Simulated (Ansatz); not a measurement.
**How the Voigt–Reuss–Hill bulk modulus of rutile TiO2 moves with the method**

No measured value is used here.

| level (code) | value (GPa) | cell (Å³/atom) |
|---|---|---|
| LDA (Ansatz) | 247 | 10.06 |
| PBE (Ansatz) | (withheld) | 10.65 |
| r²SCAN (Ansatz) | 235 | 10.40 |

Question: Complete the blanks.

Answer: 
- PBE (Ansatz, a first-principles code), value (GPa): 208

Each level is taken at its own relaxed cell. Cutoffs differ between the levels. Ansatz's density-functional and Hartree–Fock values are scalar-relativistic unless marked +SOC, with PAW data made under PBE.
